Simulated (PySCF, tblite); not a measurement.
# CO₂: protonation

Wanted: protonation for CO₂ (`O=C=O`).

Programs: tblite 0.8.0 and PySCF 2.14.0, with routines of our own; each step states its level. All values are computed. Atoms count from 0.

### 1 The starting structure

3 atoms, charge 0, multiplicity 1; geometry from: start built from the parent or by distance geometry.

### 2 Optimising the geometry with GFN2-xTB

Job settings and geometry (Å):

```
{"job": {"kind": "relax", "xc": "GFN2-xTB", "basis": "xTB"}, "charge": 0, "multiplicity": 1}
O     -1.233600     0.164200    -0.005300
C     -0.008300     0.112700    -0.023000
O      1.264900     0.028500     0.003200
```

Launch:

```
> OMP_NUM_THREADS=1 python redox_run.py task.json out
```

This one command runs all jobs of the session in turn.

What it wrote:

```text
step      E/eV     max force
  0    -279.38740   10.001
  1    -280.37934    6.484
  2    -280.01268   15.257
  3    -280.40733    3.535
  4    -280.47841    3.049
  5    -280.50669    0.216
  6    -280.50711    0.063
  7    -280.50720    0.040
  8    -280.50727    0.026
  9    -280.50727    0.007
```

Run time: 0.03 s. Hardware: 1 thread of Arm Neoverse V1, shared host.

The steps of the relaxation: (the energy doesn't fall at every step)

```csv
step,energy from step 0 (eV),largest force (eV/Å)
0,0.0000,10.0009
1,-0.9919,6.4837
2,-0.6253,15.2571
3,-1.0199,3.5345
4,-1.0910,3.0488
5,-1.1193,0.2158
6,-1.1197,0.0628
7,-1.1198,0.0397
8,-1.1199,0.0262
9,-1.1199,0.0070
```

Distances of close pairs at the start and the end, largest changes first:

```csv
bond,before (Å),after (Å),change (Å)
C1–O2,1.276,1.144,-0.133
O0–C1,1.227,1.144,-0.083
```

The next job starts from the end point, and lists it.

### 3 Infrared spectrum with GFN2-xTB

Job settings and geometry (Å):

```
{"job": {"kind": "ir", "xc": "GFN2-xTB", "basis": "xTB"}, "charge": 0, "multiplicity": 1}
O     -1.134265     0.163741    -0.012148
C      0.007662     0.101776    -0.008368
O      1.149565     0.039813    -0.004591
```

What it wrote:

```text
mode    cm-1     km/mol
  1     600.6     68.74
  2     600.6     68.74
  3    1425.3      0.00
  4    2594.8   1047.41
ZPE 31.230  H(298)-E 40.762  G(298)-E -23.141 kJ/mol  S 214.33 J/(mol K)
```

Wall time 0.07 s (1 thread of Arm Neoverse V1, shared host).

The strongest bands and the atoms that carry them (share of the mass-weighted mode):

```csv
cm⁻¹,km/mol,atoms
601,68.7,"C1 73 %, O2 14 %, O0 14 %"
601,68.7,"C1 73 %, O2 14 %, O0 14 %"
2595,1047.4,"C1 73 %, O2 14 %, O0 14 %"
```

### 4 Relaxing the molecule at PBE0-D3(BJ)/def2-SVP

Job settings and geometry (Å):

```
{"job": {"xc": "PBE0", "basis": "def2-SVP", "d3": "d3bj", "grid": 1, "kind": "geom"}, "charge": 0, "multiplicity": 1}
O     -1.134265     0.163741    -0.012148
C      0.007662     0.101776    -0.008368
O      1.149565     0.039813    -0.004591
```

What it wrote:

```text
step   0  E = -188.24312136  max force = 0.037766
step   1  E = -188.24422032  max force = 0.001420
step   2  E = -188.24422195  max force = 0.000092
optimisation converged
```

It took 1.5 s on 1 thread of Arm Neoverse V1, shared host.

Relaxation path:

```csv
step,energy from step 0 (eV),largest force component (eV/Å)
0,0.0000,1.9420
1,-0.0299,0.0730
2,-0.0299,0.0047
```

Close pairs (by a distance rule), those that changed most:

```csv
bond,before (Å),after (Å),change (Å)
C1–O2,1.144,1.159,+0.016
O0–C1,1.144,1.159,+0.016
```

The end geometry stands in the next job.

```csv
at the end point,value
point group (found at 0.08 Å tolerance),Dinfh
"rotational constants (GHz, main isotopes)","11.755, 11.755"
dipole moment (D),0.00
```

### 5 Harmonic vibrations (CO₂): PBE0-D3(BJ)/def2-SVP

Job settings and geometry (Å):

```
{"job": {"xc": "PBE0", "basis": "def2-SVP", "d3": "d3bj", "grid": 2, "kind": "hessian"}, "charge": 0, "multiplicity": 1}
O     -1.150141     0.163743    -0.012205
C      0.007499     0.102015    -0.008349
O      1.165122     0.040287    -0.004493
```

What it wrote:

```text
coarse grid: 3264 points
cycle   1  E = -188.0722581558  dE =  6.158e-01  |g| = 8.449e-01  |ddm| = 2.255e+00
cycle   2  E = -187.8418390360  dE =  2.304e-01  |g| = 1.423e+00  |ddm| = 1.320e+00
cycle   3  E = -188.2050535940  dE = -3.632e-01  |g| = 2.158e-02  |ddm| = 8.550e-01
cycle   4  E = -188.2051453860  dE = -9.179e-05  |g| = 8.507e-03  |ddm| = 2.846e-02
cycle   5  E = -188.2051611070  dE = -1.572e-05  |g| = 1.625e-03  |ddm| = 8.730e-03
cycle   6  E = -188.2051615158  dE = -4.088e-07  |g| = 2.740e-04  |ddm| = 8.690e-04
final grid: 33624 points
cycle   7  E = -188.2442126137  dE =  5.876e-06  |g| = 1.065e-02  |ddm| = 1.439e-02
cycle   8  E = -188.2441792395  dE =  3.337e-05  |g| = 1.738e-02  |ddm| = 1.565e-02
cycle   9  E = -188.2442324854  dE = -5.325e-05  |g| = 4.443e-04  |ddm| = 9.909e-03
cycle  10  E = -188.2442325141  dE = -2.861e-08  |g| = 2.585e-04  |ddm| = 4.425e-04
cycle  11  E = -188.2442325269  dE = -1.280e-08  |g| = 2.997e-05  |ddm| = 1.683e-04
cycle  12  E = -188.2442325270  dE = -1.749e-10  |g| = 9.844e-07  |ddm| = 2.012e-05
cycle  13  E = -188.2442325270  dE = -1.108e-12  |g| = 6.627e-08  |ddm| = 1.149e-06
converged SCF energy = -188.2442325270

mode    cm-1
  1     667.3
  2     667.3
  3    1414.7
  4    2517.5
ZPE 31.503  H(298)-E 40.862  G(298)-E -22.856 kJ/mol  S 213.71 J/(mol K)
```

It took 4.5 s on 1 thread of Arm Neoverse V1, shared host.

Zero-point energy 31.50 kJ/mol (xTB gave 31.23).

### 6 Single point (CO2): wB97X-D3(BJ)/def2-TZVP

Geometry: PBE0-D3(BJ)/def2-SVP.

Job settings and geometry (Å):

```
{"job": {"kind": "sp", "xc": "wB97X", "basis": "def2-TZVP", "d3": "d3bj", "grid": 2}, "charge": 0, "multiplicity": 1}
O     -1.150141     0.163743    -0.012205
C      0.007499     0.102015    -0.008349
O      1.165122     0.040287    -0.004493
```

What it wrote:

```text
coarse grid: 3264 points
cycle   1  E = -188.5474535249  dE =  6.274e-01  |g| = 8.813e-01  |ddm| = 1.769e+00
cycle   2  E = -188.4997719670  dE =  4.768e-02  |g| = 1.111e+00  |ddm| = 8.204e-01
cycle   3  E = -188.6939698069  dE = -1.942e-01  |g| = 3.765e-02  |ddm| = 4.183e-01
cycle   4  E = -188.6942236633  dE = -2.539e-04  |g| = 1.123e-02  |ddm| = 2.805e-02
cycle   5  E = -188.6942543227  dE = -3.066e-05  |g| = 2.391e-03  |ddm| = 8.133e-03
cycle   6  E = -188.6942561590  dE = -1.836e-06  |g| = 4.215e-04  |ddm| = 2.349e-03
final grid: 33624 points
cycle   7  E = -188.6983283822  dE = -1.720e-05  |g| = 5.480e-03  |ddm| = 2.303e-02
cycle   8  E = -188.6983271940  dE =  1.188e-06  |g| = 6.095e-03  |ddm| = 3.934e-03
cycle   9  E = -188.6983326913  dE = -5.497e-06  |g| = 2.842e-04  |ddm| = 2.245e-03
cycle  10  E = -188.6983327072  dE = -1.585e-08  |g| = 7.677e-05  |ddm| = 1.791e-04
cycle  11  E = -188.6983327083  dE = -1.113e-09  |g| = 1.893e-05  |ddm| = 5.350e-05
converged SCF energy = -188.6983327083
```

Run time: 0.97 s. Hardware: 1 thread of Arm Neoverse V1, shared host.

### 7 Geometry optimisation with GFN2-xTB

This step treats CHO2+, `O=C=[OH+]`.

Job settings and geometry (Å):

```
{"job": {"kind": "relax", "xc": "GFN2-xTB", "basis": "xTB"}, "charge": 1, "multiplicity": 1}
O     -1.133900     0.157600    -0.017500
C     -0.003200     0.110700    -0.031400
O      1.182600     0.032700    -0.001300
H     -2.139200     0.254100    -0.063700
```

What it wrote:

```text
step      E/eV     max force
  0    -278.75227   11.376
  1    -274.26346   58.020
  2    -278.90972    5.092
  3    -278.88946    8.329
  4    -279.11472    1.793
  5    -279.13060    0.769
  6    -279.13613    0.220
  7    -279.13655    0.114
  8    -279.13887    0.501
  9    -279.14539    1.564
 10    -279.06558    6.508
 11    -279.14983    2.036
 12    -279.15428    2.467
 13    -279.07615    1.712
 14    -279.15472    2.520
 15    -279.17000    3.765
 16    -279.18593    3.834
 17    -279.20948    2.066
 18    -279.21386    2.189
 19    -279.21725    2.133
 20    -279.22777    1.219
 21    -279.22982    0.667
 22    -279.23085    0.264
 23    -279.23149    0.077
 24    -279.23184    0.076
 25    -279.23189    0.033
 26    -279.23190    0.011
 27    -279.23190    0.007
```

Run time: 0.1 s. Hardware: 1 thread of Arm Neoverse V1, shared host.

Along the way: (the energy doesn't fall at every step)

```csv
step,energy from step 0 (eV),largest force (eV/Å)
0,0.0000,11.3761
1,4.4888,58.0199
2,-0.1574,5.0915
3,-0.1372,8.3291
4,-0.3624,1.7931
5,-0.3783,0.7685
6,-0.3839,0.2201
7,-0.3843,0.1140
8,-0.3866,0.5013
9,-0.3931,1.5641
10,-0.3133,6.5080
11,-0.3976,2.0361
12,-0.4020,2.4668
13,-0.3239,1.7120
14,-0.4024,2.5205
15,-0.4177,3.7654
16,-0.4337,3.8344
17,-0.4572,2.0655
18,-0.4616,2.1891
19,-0.4650,2.1331
20,-0.4755,1.2194
21,-0.4776,0.6674
22,-0.4786,0.2645
23,-0.4792,0.0770
24,-0.4796,0.0761
25,-0.4796,0.0328
26,-0.4796,0.0106
27,-0.4796,0.0073
```

Close pairs (by a distance rule), those that changed most:

```csv
bond,before (Å),after (Å),change (Å)
C1–O2,1.189,1.114,-0.075
O0–C1,1.132,1.187,+0.055
O0–H3,1.011,0.985,-0.026
```

The final coordinates are the input of the step that follows.

### 8 Vibrational analysis with GFN2-xTB

Job settings and geometry (Å):

```
{"job": {"kind": "ir", "xc": "GFN2-xTB", "basis": "xTB"}, "charge": 1, "multiplicity": 1}
O     -1.181092    -0.024403     0.163111
C     -0.010638     0.088788    -0.000276
O      1.100851     0.113758    -0.073841
H     -2.002927     0.376941    -0.202891
```

What it wrote:

```text
mode    cm-1     km/mol
  1     530.0    125.39
  2     577.5      6.59
  3     688.3    388.20
  4    1344.4     29.66
  5    2553.4    837.25
  6    3135.2    653.41
ZPE 52.808  H(298)-E 64.043  G(298)-E -7.096 kJ/mol  S 238.60 J/(mol K)
```

It took 0.08 s on 1 thread of Arm Neoverse V1, shared host.

Which atoms move in the most intense modes:

```csv
cm⁻¹,km/mol,atoms
530,125.4,"H3 44 %, C1 41 %, O2 13 %"
578,6.6,"C1 70 %, O2 16 %"
688,388.2,"H3 46 %, C1 32 %, O0 19 %"
1344,29.7,"O0 53 %, O2 41 %"
2553,837.2,"C1 71 %, O2 23 %"
3135,653.4,H3 94 %
```

### 9 Optimising the geometry at PBE0-D3(BJ)/def2-SVP

This step treats CHO₂+, `O=C=[OH+]`.

Job settings and geometry (Å):

```
{"job": {"xc": "PBE0", "basis": "def2-SVP", "d3": "d3bj", "grid": 1, "kind": "geom"}, "charge": 1, "multiplicity": 1}
O     -1.181092    -0.024403     0.163111
C     -0.010638     0.088788    -0.000276
O      1.100851     0.113758    -0.073841
H     -2.002927     0.376941    -0.202891
```

What it wrote:

```text
step   0  E = -188.45606872  max force = 0.029196
step   1  E = -188.45871453  max force = 0.011125
step   2  E = -188.45885524  max force = 0.002311
step   3  E = -188.45889016  max force = 0.000093
step   4  E = -188.45889044  max force = 0.000037
optimisation converged
```

Run time: 2.5 s. Hardware: 1 thread of Arm Neoverse V1, shared host.

The steps of the relaxation:

```csv
step,energy from step 0 (eV),largest force component (eV/Å)
0,0.0000,1.5013
1,-0.0720,0.5721
2,-0.0758,0.1188
3,-0.0768,0.0048
4,-0.0768,0.0019
```

Distances of close pairs at the start and the end, largest changes first:

```csv
bond,before (Å),after (Å),change (Å)
O0–C1,1.187,1.214,+0.026
C1–O2,1.114,1.123,+0.009
O0–H3,0.985,0.990,+0.004
```

The final coordinates are the input of the step that follows.

```csv
at the end point,value
point group (found at 0.08 Å tolerance),Cs
"rotational constants (GHz, main isotopes)","822.8, 10.841, 10.700"
```

### 10 Harmonic vibrations (CHO2+): PBE0-D3(BJ)/def2-SVP

Job settings and geometry (Å):

```
{"job": {"xc": "PBE0", "basis": "def2-SVP", "d3": "d3bj", "grid": 2, "kind": "hessian"}, "charge": 1, "multiplicity": 1}
O     -1.238192    -0.062974     0.201239
C     -0.040783     0.049588     0.038963
O      1.079175     0.080262    -0.037421
H     -1.892250     0.471608    -0.314217
```

What it wrote:

```text
coarse grid: 3880 points
cycle   1  E = -188.2866078840  dE =  1.104e+00  |g| = 7.943e-01  |ddm| = 2.353e+00
cycle   2  E = -187.8446785815  dE =  4.419e-01  |g| = 1.748e+00  |ddm| = 1.526e+00
cycle   3  E = -188.4056346173  dE = -5.610e-01  |g| = 2.850e-01  |ddm| = 1.083e+00
cycle   4  E = -188.4201697659  dE = -1.454e-02  |g| = 7.933e-02  |ddm| = 2.117e-01
cycle   5  E = -188.4213298895  dE = -1.160e-03  |g| = 9.040e-03  |ddm| = 4.542e-02
cycle   6  E = -188.4213441542  dE = -1.426e-05  |g| = 1.684e-03  |ddm| = 6.445e-03
cycle   7  E = -188.4213447525  dE = -5.983e-07  |g| = 3.293e-04  |ddm| = 1.514e-03
final grid: 39000 points
cycle   8  E = -188.4588808530  dE =  3.234e-06  |g| = 1.058e-02  |ddm| = 1.459e-02
cycle   9  E = -188.4588179030  dE =  6.295e-05  |g| = 2.134e-02  |ddm| = 1.752e-02
cycle  10  E = -188.4588996052  dE = -8.170e-05  |g| = 2.546e-03  |ddm| = 1.247e-02
cycle  11  E = -188.4589008273  dE = -1.222e-06  |g| = 1.619e-04  |ddm| = 1.510e-03
cycle  12  E = -188.4589008324  dE = -5.100e-09  |g| = 3.288e-05  |ddm| = 1.499e-04
cycle  13  E = -188.4589008326  dE = -2.512e-10  |g| = 8.217e-06  |ddm| = 3.255e-05
cycle  14  E = -188.4589008326  dE = -1.450e-11  |g| = 5.531e-07  |ddm| = 6.132e-06
converged SCF energy = -188.4589008326

mode    cm-1
  1     537.0
  2     595.7
  3     923.8
  4    1320.6
  5    2567.6
  6    3566.8
ZPE 56.891  H(298)-E 67.910  G(298)-E -3.578 kJ/mol  S 239.77 J/(mol K)
```

Run time: 7 s. Hardware: 1 thread of Arm Neoverse V1, shared host; peak memory 0.63 GiB.

Zero-point energy 56.89 kJ/mol (xTB gave 52.81).

### 11 Single point (CHO2+): wB97X-D3(BJ)/def2-TZVP

Geometry: PBE0-D3(BJ)/def2-SVP.

Job settings and geometry (Å):

```
{"job": {"kind": "sp", "xc": "wB97X", "basis": "def2-TZVP", "d3": "d3bj", "grid": 2}, "charge": 1, "multiplicity": 1}
O     -1.238192    -0.062974     0.201239
C     -0.040783     0.049588     0.038963
O      1.079175     0.080262    -0.037421
H     -1.892250     0.471608    -0.314217
```

What it wrote:

```text
coarse grid: 3880 points
cycle   1  E = -188.7476373957  dE =  1.163e+00  |g| = 8.512e-01  |ddm| = 1.794e+00
cycle   2  E = -188.6556019811  dE =  9.204e-02  |g| = 1.240e+00  |ddm| = 9.420e-01
cycle   3  E = -188.9066436597  dE = -2.510e-01  |g| = 1.485e-01  |ddm| = 5.056e-01
cycle   4  E = -188.9097446710  dE = -3.101e-03  |g| = 6.147e-02  |ddm| = 8.474e-02
cycle   5  E = -188.9103499523  dE = -6.053e-04  |g| = 1.473e-02  |ddm| = 3.201e-02
cycle   6  E = -188.9103883558  dE = -3.840e-05  |g| = 2.248e-03  |ddm| = 8.465e-03
cycle   7  E = -188.9103906145  dE = -2.259e-06  |g| = 6.490e-04  |ddm| = 2.625e-03
final grid: 39000 points
cycle   8  E = -188.9131056044  dE = -2.125e-05  |g| = 5.450e-03  |ddm| = 1.962e-02
cycle   9  E = -188.9131024891  dE =  3.115e-06  |g| = 6.996e-03  |ddm| = 4.287e-03
cycle  10  E = -188.9131099724  dE = -7.483e-06  |g| = 7.257e-04  |ddm| = 2.728e-03
cycle  11  E = -188.9131100519  dE = -7.950e-08  |g| = 2.997e-04  |ddm| = 3.862e-04
cycle  12  E = -188.9131100673  dE = -1.545e-08  |g| = 5.730e-05  |ddm| = 1.343e-04
cycle  13  E = -188.9131100682  dE = -9.315e-10  |g| = 1.240e-05  |ddm| = 4.287e-05
converged SCF energy = -188.9131100682
```

Run time: 1.3 s. Hardware: 1 thread of Arm Neoverse V1, shared host.

### 12 Protonation: wB97X-D3(BJ)/def2-TZVP

This step combines the energies above: geometries from PBE0-D3(BJ)/def2-SVP, zero-point and thermal terms from PBE0-D3(BJ)/def2-SVP.

Job settings and geometry (Å):

```
{"job": {"kind": "pa", "geom": {"xc": "PBE0", "basis": "def2-SVP", "d3": "d3bj", "grid": 1}, "hess": 1, "level": {"xc": "wB97X", "basis": "def2-TZVP", "d3": "d3bj"}}, "charge": 0, "multiplicity": 1}
O     -1.150141     0.163743    -0.012205
C      0.007499     0.102015    -0.008349
O      1.165122     0.040287    -0.004493
```

Output (the driver's rows laid out field by field):

```text
protonation site by site, wB97X-D3(BJ)/def2-TZVP // PBE0-D3(BJ)/def2-SVP

row 1
  formula                 CHO2
  charge                  1
  multiplicity            1
  smiles                  O=C=[OH+]
  kept                    yes
  pieces                  1
  point_group             Cs
  atom                    0
  element                 O
  electronic              563.9
  enthalpy                543.05
  free_energy             518.33
  share_gas               1.0
```

It took 18 s on 1 thread of Arm Neoverse V1, shared host.

Energy given off on adding a proton (kJ/mol, gas phase, 298 K for the thermal columns):

```csv
site,product,electronic,enthalpy,free energy
O0,O=C=[OH+],563.9,543.0,518.3
```

### 13 Single point (CO2): wavefunction

Geometry: PBE0-D3(BJ)/def2-SVP.

Job settings and geometry (Å):

```
{"job": {"kind": "sp", "xc": "CCSD(T)", "basis": "ma-def2-TZVP", "grid": 2}, "charge": 0, "multiplicity": 1}
O     -1.150141     0.163743    -0.012205
C      0.007499     0.102015    -0.008349
O      1.165122     0.040287    -0.004493
```

Method: wavefunction single point, frozen core, gas phase.

What it wrote:

```text
final grid: 33624 points
cycle   1  E = -187.6002013351  dE =  6.688e-01  |g| = 7.768e-01  |ddm| = 1.514e+00
cycle   2  E = -187.6666729645  dE = -6.647e-02  |g| = 5.509e-01  |ddm| = 6.226e-01
cycle   3  E = -187.7162298617  dE = -4.956e-02  |g| = 4.512e-02  |ddm| = 2.658e-01
cycle   4  E = -187.7167006245  dE = -4.708e-04  |g| = 1.170e-02  |ddm| = 3.399e-02
cycle   5  E = -187.7167557986  dE = -5.517e-05  |g| = 2.491e-03  |ddm| = 1.040e-02
cycle   6  E = -187.7167591876  dE = -3.389e-06  |g| = 5.697e-04  |ddm| = 3.459e-03
cycle   7  E = -187.7167593060  dE = -1.184e-07  |g| = 1.145e-04  |ddm| = 8.379e-04
cycle   8  E = -187.7167593098  dE = -3.774e-09  |g| = 1.398e-05  |ddm| = 1.160e-04
converged SCF energy = -187.7167593098
E(HF, exact integrals) = -187.7168772610
E(MP2) = -188.3154576105
E(CCSD) = -188.3067739894
E(CCSD(T)) = -188.3348152814
T1 diagnostic = 0.0180
```

Wall time 31 s (1 thread of Arm Neoverse V1, shared host); peak memory 0.81 GiB.

### 14 Single point (CHO2+): wavefunction

Geometry: PBE0-D3(BJ)/def2-SVP.

Job settings and geometry (Å):

```
{"job": {"kind": "sp", "xc": "CCSD(T)", "basis": "ma-def2-TZVP", "grid": 2}, "charge": 1, "multiplicity": 1}
O     -1.238192    -0.062974     0.201239
C     -0.040783     0.049588     0.038963
O      1.079175     0.080262    -0.037421
H     -1.892250     0.471608    -0.314217
```

Level: wavefunction single point, frozen core, gas phase.

What it wrote:

```text
final grid: 39000 points
cycle   1  E = -187.7786273213  dE =  1.244e+00  |g| = 8.137e-01  |ddm| = 1.594e+00
cycle   2  E = -187.8688432133  dE = -9.022e-02  |g| = 6.093e-01  |ddm| = 6.808e-01
cycle   3  E = -187.9304669416  dE = -6.162e-02  |g| = 1.013e-01  |ddm| = 3.130e-01
cycle   4  E = -187.9323824605  dE = -1.916e-03  |g| = 2.537e-02  |ddm| = 5.970e-02
cycle   5  E = -187.9325748349  dE = -1.924e-04  |g| = 9.345e-03  |ddm| = 2.443e-02
cycle   6  E = -187.9326007437  dE = -2.591e-05  |g| = 3.940e-03  |ddm| = 6.514e-03
cycle   7  E = -187.9326092768  dE = -8.533e-06  |g| = 1.095e-03  |ddm| = 5.655e-03
cycle   8  E = -187.9326101776  dE = -9.008e-07  |g| = 3.987e-04  |ddm| = 1.643e-03
cycle   9  E = -187.9326103605  dE = -1.829e-07  |g| = 1.628e-04  |ddm| = 6.620e-04
cycle  10  E = -187.9326103923  dE = -3.176e-08  |g| = 3.952e-05  |ddm| = 3.476e-04
cycle  11  E = -187.9326103936  dE = -1.268e-09  |g| = 5.343e-06  |ddm| = 7.423e-05
converged SCF energy = -187.9326103936
E(HF, exact integrals) = -187.9327292204
E(MP2) = -188.5240753978
E(CCSD) = -188.5206059438
E(CCSD(T)) = -188.5470211130
T1 diagnostic = 0.0172
```

It took 40 s on 1 thread of Arm Neoverse V1, shared host; peak memory 0.97 GiB.

### 15 Protonation: CCSD(T)/ma-def2-TZVP

This step combines the energies above: geometries from PBE0-D3(BJ)/def2-SVP, zero-point and thermal terms from PBE0-D3(BJ)/def2-SVP.

Job settings and geometry (Å):

```
{"job": {"kind": "pa", "geom": {"xc": "PBE0", "basis": "def2-SVP", "d3": "d3bj", "grid": 1}, "hess": 1, "level": {"xc": "CCSD(T)", "basis": "ma-def2-TZVP"}}, "charge": 0, "multiplicity": 1}
O     -1.150141     0.163743    -0.012205
C      0.007499     0.102015    -0.008349
O      1.165122     0.040287    -0.004493
```

Output (the driver's rows laid out field by field):

```text
protonation site by site, CCSD(T)/ma-def2-TZVP // PBE0-D3(BJ)/def2-SVP

row 1
  formula                 CHO2
  charge                  1
  multiplicity            1
  smiles                  O=C=[OH+]
  kept                    yes
  pieces                  1
  point_group             Cs
  atom                    0
  element                 O
  electronic              557.15
  enthalpy                536.3
  free_energy             511.58
  share_gas               1.0
```

It took 72 s on 1 thread of Arm Neoverse V1, shared host; peak memory 0.97 GiB.

Energy given off on adding a proton (kJ/mol, gas phase, 298 K for the thermal columns):

```csv
site,product,electronic,enthalpy,free energy
O0,O=C=[OH+],557.1,536.3,511.6
```

### 16 Single point (CO2): wavefunction

Geometry: PBE0-D3(BJ)/def2-SVP.

Job settings and geometry (Å):

```
{"job": {"kind": "sp", "xc": "MP2", "basis": "ma-def2-TZVP", "grid": 2}, "charge": 0, "multiplicity": 1}
O     -1.150141     0.163743    -0.012205
C      0.007499     0.102015    -0.008349
O      1.165122     0.040287    -0.004493
```

Method: wavefunction single point, frozen core, gas phase.

What it wrote:

```text
final grid: 33624 points
cycle   1  E = -187.6002013351  dE =  6.688e-01  |g| = 7.768e-01  |ddm| = 1.514e+00
cycle   2  E = -187.6666729645  dE = -6.647e-02  |g| = 5.509e-01  |ddm| = 6.226e-01
cycle   3  E = -187.7162298617  dE = -4.956e-02  |g| = 4.512e-02  |ddm| = 2.658e-01
cycle   4  E = -187.7167006245  dE = -4.708e-04  |g| = 1.170e-02  |ddm| = 3.399e-02
cycle   5  E = -187.7167557986  dE = -5.517e-05  |g| = 2.491e-03  |ddm| = 1.040e-02
cycle   6  E = -187.7167591876  dE = -3.389e-06  |g| = 5.697e-04  |ddm| = 3.459e-03
cycle   7  E = -187.7167593060  dE = -1.184e-07  |g| = 1.145e-04  |ddm| = 8.379e-04
cycle   8  E = -187.7167593098  dE = -3.774e-09  |g| = 1.398e-05  |ddm| = 1.160e-04
converged SCF energy = -187.7167593098
E(HF, exact integrals) = -187.7168772610
E(MP2) = -188.3154571911
```

Run time: 1.7 s. Hardware: 1 thread of Arm Neoverse V1, shared host.

[end of part 1 of 2]
